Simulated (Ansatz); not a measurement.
**BH₃Cl (doublet): wave-function methods side by side at distance B1–H4 along a hydrogen transfer = 1.110 Å, cc-pVDZ**

The task here is to estimate one member of a computed series from the others.

Method: cc-pVDZ, core rule «outside noble gas», up to 6 orbitals frozen; program: Ansatz 0.2.0, Gaussian basis.

Plan: UHF; CCSD(T) on ROHF; CCSD(T) on UHF; BCCD(T) on ROHF; CISD; CCSDT(Q) on ROHF; CCSDT(Q) on UHF; CASSCF and MRCISD+Q, 3 electrons in 3 orbitals; CASSCF and NEVPT2, 3 electrons in 3 orbitals.

19 further runs of the same task are left out: 9 for a known fault of the program, 1 for a mislabelled method, 5 that didn't finish, 4 set aside as unsound or not needed.

## What is computed

The geometry derives from fragments relaxed apart (PBE0/def2-TZVP) and kept rigid, so it is no stationary point. A hydrogen atom is moved between rigid fragments.

5 atoms, charge 0, spin multiplicity 2.

Atoms are counted from 1 here; the program's logs count them from 0.

Bond lengths: B1–H2 1.193 Å, B1–H3 1.193 Å, B1–H4 1.110 Å. Angles: H2–B1–H3 120.0°, H2–B1–H4 120.0°, H3–B1–H4 120.0°.

The first run:

Contents of in.yaml:

```yaml
crystal:
  periodic: [false, false, false]
  atoms:
    - {symbol: B, position_ang: [-2.051191, 0.000000, 0.000000]}
    - {symbol: H, position_ang: [-2.647924, 1.033571, 0.000000]}
    - {symbol: H, position_ang: [-2.647924, -1.033571, 0.000000]}
    - {symbol: H, position_ang: [-0.941191, 0.000000, 0.000000]}
    - {symbol: Cl, position_ang: [0.802809, 0.000000, 0.000000]}
basis:
  gaussian: {orbitals: cc-pVDZ}
magnetization: {spin_polarized: true, initial_magnetization: 1}
hamiltonian: {xc: hf}
output: {orbitals: {seedname: orbitals}}
```

Launch:

```bash
> ansatz run in.yaml --threads 1 --pin off --events-out ev --progress --plain --max-ram 2393MiB
```

Steps of the session up to this table: UHF; CCSD(T) on ROHF; CCSD(T) on UHF; BCCD(T) on ROHF; CISD; CCSDT(Q) on ROHF; CCSDT(Q) on UHF; CASSCF and MRCISD+Q, 3 electrons in 3 orbitals; CASSCF and NEVPT2, 3 electrons in 3 orbitals.

One table of the session follows, with a row left open; its other results are not shown here.

```
       method  from UCCSDT(Q) (kcal/mol)
         ROHF                    +165.02
          UHF                    +161.61
         RMP2                     +27.19
         UMP2                     +27.66
         CISD                          ?
        RCCSD                      +3.08
        UCCSD                      +3.01
     RCCSD(T)                      +0.61
     UCCSD(T)                      +0.60
      BCCD(T)                      +0.61
       RCCSDT                      +0.17
       UCCSDT                      +0.16
    RCCSDT(Q)                      +0.01
    UCCSDT(Q)                          0
  CASSCF pair                    +156.73
  NEVPT2 pair                     +27.31
  MRCISD pair                     +14.24
MRCISD+Q pair                      +0.63
```

Q: Estimate the row for CISD from the others.

As computed: from UCCSDT(Q) (kcal/mol): +15.46. In the column «from UCCSDT(Q) (kcal/mol)» it lies between MRCISD pair (+14.24) and RMP2 (+27.19).

Among the levels timed on like hardware and quicker than the yardstick, those that no quicker one beats, quickest first: NEVPT2 pair (1.5 s, +27.31 kcal/mol); MRCISD+Q pair (1.8 s, +0.63 kcal/mol); BCCD(T) (3.4 s, +0.61 kcal/mol); UCCSD(T) (6 s, +0.60 kcal/mol).

Limits of these values: Of the multireference levels listed MRCISD+Q pair comes nearest in total energy (+0.63 kcal/mol), which doesn't show that its space is the better one. Restricted and unrestricted rows rest on different reference determinants; where their highest levels disagree by more than a few hundredths of an eV, they describe different states and don't form one ladder.
